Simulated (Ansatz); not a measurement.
# H2S with CH3F: superposition error and deformation, part 2 of 3

Ansatz 0.2.0, Gaussian basis. Earlier steps stand in the parts before.

## (13) CCSD(T)/def2-TZVPPD

The inputs:

a/in.yaml

```yaml
crystal:
  periodic: [false, false, false]
  atoms:
    - {symbol: S, position_ang: [-0.211506, 0.546684, -2.453775]}
    - {symbol: H, position_ang: [-0.481302, -0.416433, -1.556882]}
    - {symbol: H, position_ang: [1.016017, 0.060898, -2.690932]}
basis:
  gaussian: {orbitals: "def2-TZVPPD.json"}
correlation: {method: ccsd_t}
```

b/in.yaml

```yaml
crystal:
  periodic: [false, false, false]
  atoms:
    - {symbol: C, position_ang: [-0.044544, 0.014427, 1.375330]}
    - {symbol: F, position_ang: [-0.463493, -1.079383, 0.640008]}
    - {symbol: H, position_ang: [-0.845700, 0.306607, 2.056726]}
    - {symbol: H, position_ang: [0.184200, 0.831445, 0.688247]}
    - {symbol: H, position_ang: [0.846329, -0.264144, 1.941378]}
basis:
  gaussian: {orbitals: "def2-TZVPPD.json"}
correlation: {method: ccsd_t}
```

One command serves all of them, each in its own folder.

Command:

```console
ansatz run in.yaml --threads 4 --pin off --events-out ev --progress --plain --max-ram 9574MiB
```

a printed, cut to the lines that bear on the results:

```text
Functional definition: HF
  name "HF"
  cite "Fock, Z. Phys. 61, 126 (1930) doi:10.1007/BF01340294"
  parent pbe
[...]
471 factors; integrals over basis functions are off by at most 1.1e-3 eV
[...]
mean field -10849.41020795 eV, -398.7084711478 hartree, gradient 4.3e-6 eV, S^2 0.000000; 0 other end points of the search recorded, 0 dependent functions left out
5 core orbitals not correlated: weight in the atoms' cores, before any rotation towards them, 1.000 or more for the frozen orbitals, at most 0.000 for the correlated occupied ones
reference -10849.41020795 eV, -398.7084711478 hartree; 4, 4 occupied and 76, 76 virtual orbitals, 471 factors
second order -5.23511736 eV of doubles, -0.00000000 eV of singles
cycle   1  -5.71322942 eV  change   -4.8e-1 eV  update   4.9e-2
[...]
cycle   8  -5.89270020 eV  change    3.9e-6 eV  update   7.4e-6
perturbative correction -0.22667089 eV, -0.0083300015 hartree
Total energy: -10855.52957904 eV, -398.9333538876 hartree
```

Log of b, cut to the lines that bear on the results:

```text
[... 4 set-up lines as earlier in the session ...]
[...]
753 factors; integrals over basis functions are off by at most 7.7e-4 eV
[...]
mean field -3785.18527461 eV, -139.1029931512 hartree, gradient 1.2e-6 eV, S^2 0.000000; 0 other end points of the search recorded, 0 dependent functions left out
2 core orbitals not correlated: weight in the atoms' cores, before any rotation towards them, 1.000 or more for the frozen orbitals, at most 0.000 for the correlated occupied ones
reference -3785.18527461 eV, -139.1029931512 hartree; 7, 7 occupied and 119, 119 virtual orbitals, 753 factors
second order -11.84021660 eV of doubles, -0.00000000 eV of singles
cycle   1  -11.98096314 eV  change   -1.4e-1 eV  update   6.7e-2
[...]
cycle   9  -12.28881157 eV  change   -1.4e-6 eV  update   4.9e-6
perturbative correction -0.36769913 eV, -0.0135126939 hartree
Total energy: -3797.84178531 eV, -139.5681113407 hartree
```

Wall times: 0.45 s (a), 3.3 s (b) on 4 threads of Arm Neoverse V1, shared host; peak memory 0.63 GiB.

## (14) Relaxing H2S alone

relax-a/in.yaml

```yaml
crystal:
  periodic: [false, false, false]
  atoms:
    - {symbol: S, position_ang: [-0.211506, 0.546684, -2.453775]}
    - {symbol: H, position_ang: [-0.481302, -0.416433, -1.556882]}
    - {symbol: H, position_ang: [1.016017, 0.060898, -2.690932]}
basis:
  gaussian: {orbitals: def2-TZVP}
hamiltonian: {xc: pbe0, dispersion: d4}
relax: {f_tol: 0.005, max_steps: 200}
```

Command:

```console
ansatz run in.yaml --threads 4 --pin off --events-out ev --progress --plain --max-ram 9574MiB
```

The log of the run, cut to the lines that bear on the results:

```text
[... 5 set-up lines as earlier in the session ...]
[...]
359 factors; their error is unknown
[...]
mean field -10864.45039639 eV, -399.2611878782 hartree, gradient 4.0e-5 eV, S^2 0.000000; 0 other end points of the search recorded, 0 dependent functions left out
[...]
reference -10864.45047969 eV, -399.2611909396 hartree; 9, 9 occupied and 40, 40 virtual orbitals, 359 factors
Total energy: -10864.46265923 eV, -399.2616385295 hartree
Atom 0 at    -0.212160     0.546597    -2.453376 Å, force     0.000425    -0.000340     0.000054 eV/Å
Atom 1 at    -0.479964    -0.415721    -1.558121 Å, force    -0.000046     0.000127    -0.000077 eV/Å
Atom 2 at     1.015333     0.060273    -2.690093 Å, force    -0.000379     0.000214     0.000023 eV/Å
Dipole moment:     0.124991    -0.188674     0.085770 e Å
```

Wall time 0.7 s (4 threads of Arm Neoverse V1, shared host).

Step by step:

```csv
step,energy from step 1 (eV),largest force component (eV/Å)
1,0.0000,0.0385
2,-0.0001,0.0158
3,-0.0001,0.0004
```

Close pairs (by a distance rule), those that changed most:

```csv
bond,before (Å),after (Å),change (Å)
S1–H2,1.343,1.341,-0.002
S1–H3,1.341,1.341,+0.000
```

## (15) Relaxing CH3F alone

relax-b/in.yaml

```yaml
crystal:
  periodic: [false, false, false]
  atoms:
    - {symbol: C, position_ang: [-0.044544, 0.014427, 1.375330]}
    - {symbol: F, position_ang: [-0.463493, -1.079383, 0.640008]}
    - {symbol: H, position_ang: [-0.845700, 0.306607, 2.056726]}
    - {symbol: H, position_ang: [0.184200, 0.831445, 0.688247]}
    - {symbol: H, position_ang: [0.846329, -0.264144, 1.941378]}
basis:
  gaussian: {orbitals: def2-TZVP}
hamiltonian: {xc: pbe0, dispersion: d4}
relax: {f_tol: 0.005, max_steps: 200}
```

Command:

```console
ansatz run in.yaml --threads 4 --pin off --events-out ev --progress --plain --max-ram 9574MiB
```

The log of the run, cut to the lines that bear on the results:

```text
[... 5 set-up lines as earlier in the session ...]
[...]
468 factors; their error is unknown
[...]
mean field -3800.17276319 eV, -139.6537731975 hartree, gradient 4.7e-6 eV, S^2 0.000000; 0 other end points of the search recorded, 0 dependent functions left out
[...]
Atom 1 at    -0.463131    -1.078369     0.640974 Å, force    -0.001299    -0.003419    -0.002237 eV/Å
Atom 2 at    -0.844691     0.307950     2.056215 Å, force     0.003782     0.000024    -0.001949 eV/Å
Atom 3 at     0.184486     0.831723     0.690781 Å, force    -0.000431    -0.002023     0.003640 eV/Å
Atom 4 at     0.846292    -0.262371     1.940951 Å, force    -0.003211     0.002377    -0.001483 eV/Å
Dipole moment:     0.113154     0.295359     0.198588 e Å
```

It took 1.4 s on 4 threads of Arm Neoverse V1, shared host.

Relaxation path:

```csv
step,energy from step 1 (eV),largest force component (eV/Å)
1,0.0000,0.2208
2,-0.0006,0.1271
3,-0.0009,0.0038
```

Distances of close pairs at the start and the end, largest changes first:

```csv
bond,before (Å),after (Å),change (Å)
C1–F2,1.383,1.376,-0.007
C1–H3,1.092,1.092,+0.001
C1–H5,1.092,1.092,+0.001
C1–H4,1.092,1.092,+0.001
```

## (16) PBE-D4/def2-TZVPPD

free-a/in.yaml

```yaml
crystal:
  periodic: [false, false, false]
  atoms:
    - {symbol: S, position_ang: [-0.212160, 0.546597, -2.453376]}
    - {symbol: H, position_ang: [-0.479964, -0.415721, -1.558121]}
    - {symbol: H, position_ang: [1.015333, 0.060273, -2.690093]}
basis:
  gaussian: {orbitals: "def2-TZVPPD.json"}
hamiltonian: {xc: pbe, dispersion: d4}
```

free-b/in.yaml

```yaml
crystal:
  periodic: [false, false, false]
  atoms:
    - {symbol: C, position_ang: [-0.046165, 0.010020, 1.372768]}
    - {symbol: F, position_ang: [-0.463131, -1.078369, 0.640974]}
    - {symbol: H, position_ang: [-0.844691, 0.307950, 2.056215]}
    - {symbol: H, position_ang: [0.184486, 0.831723, 0.690781]}
    - {symbol: H, position_ang: [0.846292, -0.262371, 1.940951]}
basis:
  gaussian: {orbitals: "def2-TZVPPD.json"}
hamiltonian: {xc: pbe, dispersion: d4}
```

One command serves all of them, each in its own folder.

Command:

```console
ansatz run in.yaml --threads 4 --pin off --events-out ev --progress --plain --max-ram 9574MiB
```

Log of free-a, cut to the lines that bear on the results:

```text
[... 4 set-up lines as earlier in the session ...]
[...]
436 factors; their error is unknown
[...]
mean field -10863.58115953 eV, -399.2292440131 hartree, gradient 3.7e-5 eV, S^2 0.000000; 0 other end points of the search recorded, 0 dependent functions left out
reference -10863.58120928 eV, -399.2292458411 hartree; 9, 9 occupied and 76, 76 virtual orbitals, 436 factors
Total energy: -10863.59624609 eV, -399.2297984340 hartree
```

free-b printed, cut to the lines that bear on the results:

```text
[... 4 set-up lines as earlier in the session ...]
[...]
548 factors; their error is unknown
[...]
mean field -3800.05644096 eV, -139.6494984345 hartree, gradient 4.2e-5 eV, S^2 0.000000; 0 other end points of the search recorded, 0 dependent functions left out
reference -3800.05648195 eV, -139.6494999407 hartree; 9, 9 occupied and 119, 119 virtual orbitals, 548 factors
Total energy: -3800.08510664 eV, -139.6505518788 hartree
```

They took 0.3 s (free-a), 0.45 s (free-b) on 4 threads of Arm Neoverse V1, shared host.

## (17) r2SCAN-D4/def2-TZVPPD

The same edit goes into each in.yaml of step 16 (free-a, free-b):

```diff
-hamiltonian: {xc: pbe, dispersion: d4}
+hamiltonian: {xc: r2scan, dispersion: d4}
```

Each run has its own folder and the same command.

Command:

```console
ansatz run in.yaml --threads 4 --pin off --events-out ev --progress --plain --max-ram 9574MiB
```

free-a printed, cut to the lines that bear on the results:

```text
[... 5 set-up lines as earlier in the session ...]
[...]
436 factors; their error is unknown
[...]
mean field -10867.55018521 eV, -399.3751030165 hartree, gradient 3.9e-5 eV, S^2 0.000000; 0 other end points of the search recorded, 0 dependent functions left out
reference -10867.55020198 eV, -399.3751036328 hartree; 9, 9 occupied and 76, 76 virtual orbitals, 436 factors
Total energy: -10867.55355026 eV, -399.3752266798 hartree
```

free-b printed, cut to the lines that bear on the results:

```text
[... 5 set-up lines as earlier in the session ...]
[...]
548 factors; their error is unknown
[...]
mean field -3802.34204555 eV, -139.7334928539 hartree, gradient 3.8e-5 eV, S^2 0.000000; 0 other end points of the search recorded, 0 dependent functions left out
reference -3802.34205828 eV, -139.7334933219 hartree; 9, 9 occupied and 119, 119 virtual orbitals, 548 factors
Total energy: -3802.34880557 eV, -139.7337412801 hartree
```

Wall times: 0.66 s (free-a), 1 s (free-b) on 4 threads of Arm Neoverse V1, shared host.

## (18) PBE0-D4/def2-TZVPPD

The same edit goes into each in.yaml of step 17 (free-a, free-b):

```diff
-hamiltonian: {xc: r2scan, dispersion: d4}
+hamiltonian: {xc: pbe0, dispersion: d4}
+output: {orbitals: {seedname: orbitals}}
```

The same command starts each run, in its folder.

Command:

```console
ansatz run in.yaml --threads 4 --pin off --events-out ev --progress --plain --max-ram 9574MiB
```

free-a printed, cut to the lines that bear on the results:

```text
[... 5 set-up lines as earlier in the session ...]
[...]
474 factors; their error is unknown
[...]
mean field -10864.51342557 eV, -399.2635041579 hartree, gradient 9.4e-6 eV, S^2 0.000000; 0 other end points of the search recorded, 0 dependent functions left out
reference -10864.51346067 eV, -399.2635054478 hartree; 9, 9 occupied and 76, 76 virtual orbitals, 474 factors
Total energy: -10864.52564021 eV, -399.2639530378 hartree
```

Output in free-b, cut to the lines that bear on the results:

```text
[... 5 set-up lines as earlier in the session ...]
[...]
548 factors; their error is unknown
[...]
mean field -3800.24243927 eV, -139.6563337463 hartree, gradient 6.0e-5 eV, S^2 0.000000; 0 other end points of the search recorded, 0 dependent functions left out
reference -3800.24246834 eV, -139.6563348147 hartree; 9, 9 occupied and 119, 119 virtual orbitals, 548 factors
Total energy: -3800.26553768 eV, -139.6571825971 hartree
```

Wall times: 0.3 s (free-a), 0.55 s (free-b) on 4 threads of Arm Neoverse V1, shared host.

## (19) B3LYP-D4/def2-TZVPPD

Each input of step 18 (free-a, free-b) changes in the same lines:

```diff
-hamiltonian: {xc: pbe0, dispersion: d4}
-output: {orbitals: {seedname: orbitals}}
+hamiltonian: {xc: {name: B3LYP}, dispersion: d4}
```

The same command starts each run, in its folder.

Command:

```console
ansatz run in.yaml --threads 4 --pin off --events-out ev --progress --plain --max-ram 9574MiB
```

free-a printed, cut to the lines that bear on the results:

```text
[... 6 set-up lines as earlier in the session ...]
[...]
462 factors; their error is unknown
[...]
mean field -10868.98950997 eV, -399.4279972257 hartree, gradient 7.5e-6 eV, S^2 0.000000; 0 other end points of the search recorded, 0 dependent functions left out
reference -10868.98972473 eV, -399.4280051181 hartree; 9, 9 occupied and 76, 76 virtual orbitals, 462 factors
Total energy: -10869.01415999 eV, -399.4289030971 hartree
```

Log of free-b, cut to the lines that bear on the results:

```text
[... 6 set-up lines as earlier in the session ...]
[...]
548 factors; their error is unknown
[...]
mean field -3804.41685197 eV, -139.8097405834 hartree, gradient 6.6e-5 eV, S^2 0.000000; 0 other end points of the search recorded, 0 dependent functions left out
reference -3804.41706475 eV, -139.8097484032 hartree; 9, 9 occupied and 119, 119 virtual orbitals, 548 factors
Total energy: -3804.46279935 eV, -139.8114291185 hartree
```

Wall times: 0.35 s (free-a), 0.65 s (free-b) on 4 threads of Arm Neoverse V1, shared host.

## (20) wB97X-V/def2-TZVPPD

The same edit goes into each in.yaml of step 19 (free-a, free-b):

```diff
-hamiltonian: {xc: {name: B3LYP}, dispersion: d4}
+hamiltonian: {xc: {name: wB97X-V}}
```

Each run has its own folder and the same command.

Command:

```console
ansatz run in.yaml --threads 4 --pin off --events-out ev --progress --plain --max-ram 9574MiB
```

Log of free-a, cut to the lines that bear on the results:

```text
[... 5 set-up lines as earlier in the session ...]
[...]
      + integral(e_c_pw_opposite_spin*poly(b97_u_opposite, cos0, cos1)) + vv10(b, c)
457 factors; their error is unknown
112 factors; integrals over basis functions are off by at most 4.1e-5 eV
[...]
mean field -10866.69280992 eV, -399.3435950555 hartree, gradient 1.5e-5 eV, S^2 0.000000; 0 other end points of the search recorded, 0 dependent functions left out
reference -10866.69280770 eV, -399.3435949741 hartree; 9, 9 occupied and 76, 76 virtual orbitals, 457 factors
Total energy: -10866.69280770 eV, -399.3435949741 hartree
```

Output in free-b, cut to the lines that bear on the results:

```text
[... 5 set-up lines as earlier in the session ...]
[...]
      + integral(e_c_pw_opposite_spin*poly(b97_u_opposite, cos0, cos1)) + vv10(b, c)
548 factors; their error is unknown
177 factors; integrals over basis functions are off by at most 2.8e-5 eV
[...]
mean field -3802.96644582 eV, -139.7564391406 hartree, gradient 7.6e-5 eV, S^2 0.000000; 0 other end points of the search recorded, 0 dependent functions left out
reference -3802.96644396 eV, -139.7564390723 hartree; 9, 9 occupied and 119, 119 virtual orbitals, 548 factors
Total energy: -3802.96644396 eV, -139.7564390723 hartree
```

Wall times: 0.85 s (free-a), 1.4 s (free-b) on 4 threads of Arm Neoverse V1, shared host.

## (21) wB97M-V/def2-TZVPPD

Each input of step 20 (free-a, free-b) changes in the same lines:

```diff
-hamiltonian: {xc: {name: wB97X-V}}
+hamiltonian: {xc: {name: wB97M-V}}
```

The same command starts each run, in its folder.

Command:

```console
ansatz run in.yaml --threads 4 --pin off --events-out ev --progress --plain --max-ram 9574MiB
```

Output in free-a, cut to the lines that bear on the results:

```text
[... 5 set-up lines as earlier in the session ...]
  # Of w^i u^j: cxij and so on, Table III.
[...]
  gx(w, u) = 1 - cx + cx01*u + cx10*w
[...]
      + integral(e_c_pw_mod_opposite_spin*gos(b97_w_opposite, b97_u_opposite)) + vv10(b, c)
436 factors; their error is unknown
112 factors; integrals over basis functions are off by at most 4.1e-5 eV
[...]
mean field -10867.54432865 eV, -399.3748877917 hartree, gradient 1.7e-5 eV, S^2 0.000000; 0 other end points of the search recorded, 0 dependent functions left out
reference -10867.54438772 eV, -399.3748899625 hartree; 9, 9 occupied and 76, 76 virtual orbitals, 436 factors
Total energy: -10867.54438772 eV, -399.3748899625 hartree
```

Output in free-b, cut to the lines that bear on the results:

```text
[... 5 set-up lines as earlier in the session ...]
  # Of w^i u^j: cxij and so on, Table III.
[...]
  gx(w, u) = 1 - cx + cx01*u + cx10*w
[...]
      + integral(e_c_pw_mod_opposite_spin*gos(b97_w_opposite, b97_u_opposite)) + vv10(b, c)
548 factors; their error is unknown
177 factors; integrals over basis functions are off by at most 2.8e-5 eV
[...]
mean field -3802.77160864 eV, -139.7492790062 hartree, gradient 1.3e-5 eV, S^2 0.000000; 0 other end points of the search recorded, 0 dependent functions left out
reference -3802.77165504 eV, -139.7492807114 hartree; 9, 9 occupied and 119, 119 virtual orbitals, 548 factors
Total energy: -3802.77165504 eV, -139.7492807114 hartree
```

They took 0.9 s (free-a), 1.7 s (free-b) on 4 threads of Arm Neoverse V1, shared host.

## (22) B2PLYP/def2-TZVPPD

Each input of step 21 (free-a, free-b) changes in the same lines:

```diff
-hamiltonian: {xc: {name: wB97M-V}}
+hamiltonian: {xc: {name: B2PLYP}}
```

One command serves all of them, each in its own folder.

Command:

```console
ansatz run in.yaml --threads 4 --pin off --events-out ev --progress --plain --max-ram 9574MiB
```

free-a printed, cut to the lines that bear on the results:

```text
[... 5 set-up lines as earlier in the session ...]
[...]
471 factors; integrals over basis functions are off by at most 1.1e-3 eV
[...]
mean field -10863.12944605 eV, -399.2126438488 hartree, gradient 4.0e-6 eV, S^2 0.000000; 0 other end points of the search recorded, 0 dependent functions left out
5 core orbitals not correlated: weight in the atoms' cores, before any rotation towards them, 1.000 or more for the frozen orbitals, at most 0.000 for the correlated occupied ones
reference -10863.12957719 eV, -399.2126486681 hartree; 4, 4 occupied and 76, 76 virtual orbitals, 471 factors
second order -6.41018865 eV of doubles, -0.00000000 eV of singles
Total energy: -10864.86032813 eV, -399.2762525918 hartree
```

Output in free-b, cut to the lines that bear on the results:

```text
[... 5 set-up lines as earlier in the session ...]
[...]
753 factors; integrals over basis functions are off by at most 8.5e-4 eV
[...]
mean field -3797.95746864 eV, -139.5723626244 hartree, gradient 4.3e-6 eV, S^2 0.000000; 0 other end points of the search recorded, 0 dependent functions left out
2 core orbitals not correlated: weight in the atoms' cores, before any rotation towards them, 1.000 or more for the frozen orbitals, at most 0.000 for the correlated occupied ones
reference -3797.95759449 eV, -139.5723672494 hartree; 7, 7 occupied and 119, 119 virtual orbitals, 753 factors
second order -14.05500864 eV of doubles, -0.00000000 eV of singles
Total energy: -3801.75244682 eV, -139.7118255004 hartree
```

Wall times: 0.45 s (free-a), 0.9 s (free-b) on 4 threads of Arm Neoverse V1, shared host.

## (23) BLYP-D4/def2-TZVPPD

The same edit goes into each in.yaml of step 22 (free-a, free-b):

```diff
-hamiltonian: {xc: {name: B2PLYP}}
+hamiltonian: {xc: {name: BLYP}, dispersion: d4}
```

One command serves all of them, each in its own folder.

Command:

```console
ansatz run in.yaml --threads 4 --pin off --events-out ev --progress --plain --max-ram 9574MiB
```

Log of free-a, cut to the lines that bear on the results:

```text
[... 4 set-up lines as earlier in the session ...]
[...]
436 factors; their error is unknown
[...]
mean field -10868.25264643 eV, -399.4009179901 hartree, gradient 2.7e-5 eV, S^2 0.000000; 0 other end points of the search recorded, 0 dependent functions left out
reference -10868.25293521 eV, -399.4009286024 hartree; 9, 9 occupied and 76, 76 virtual orbitals, 436 factors
Total energy: -10868.28862737 eV, -399.4022402651 hartree
```

Log of free-b, cut to the lines that bear on the results:

```text
[... 4 set-up lines as earlier in the session ...]
[...]
548 factors; their error is unknown
[...]
mean field -3803.43398606 eV, -139.7736209275 hartree, gradient 3.0e-5 eV, S^2 0.000000; 0 other end points of the search recorded, 0 dependent functions left out
reference -3803.43428193 eV, -139.7736318005 hartree; 9, 9 occupied and 119, 119 virtual orbitals, 548 factors
Total energy: -3803.50274878 eV, -139.7761479109 hartree
```

Wall times: 0.3 s (free-a), 0.55 s (free-b) on 4 threads of Arm Neoverse V1, shared host.

## (24) revPBE-D4/def2-TZVPPD

Each input of step 23 (free-a, free-b) changes in the same lines:

```diff
-hamiltonian: {xc: {name: BLYP}, dispersion: d4}
+hamiltonian: {xc: {name: revPBE}, dispersion: d4}
```

Each run has its own folder and the same command.

Command:

```console
ansatz run in.yaml --threads 4 --pin off --events-out ev --progress --plain --max-ram 9574MiB
```

Output in free-a, cut to the lines that bear on the results:

```text
[... 4 set-up lines as earlier in the session ...]
[...]
436 factors; their error is unknown
[...]
mean field -10866.46103888 eV, -399.3350776271 hartree, gradient 4.0e-5 eV, S^2 0.000000; 0 other end points of the search recorded, 0 dependent functions left out
reference -10866.46110186 eV, -399.3350799415 hartree; 9, 9 occupied and 76, 76 virtual orbitals, 436 factors
Total energy: -10866.52138271 eV, -399.3372952220 hartree
```

Log of free-b, cut to the lines that bear on the results:

```text
[... 4 set-up lines as earlier in the session ...]
[...]
548 factors; their error is unknown
[...]
mean field -3803.01296101 eV, -139.7581485424 hartree, gradient 4.7e-5 eV, S^2 0.000000; 0 other end points of the search recorded, 0 dependent functions left out
reference -3803.01301256 eV, -139.7581504369 hartree; 9, 9 occupied and 119, 119 virtual orbitals, 548 factors
Total energy: -3803.14040492 eV, -139.7628320196 hartree
```

They took 0.3 s (free-a), 0.45 s (free-b) on 4 threads of Arm Neoverse V1, shared host.

(Part 2 of 3 ends here.)
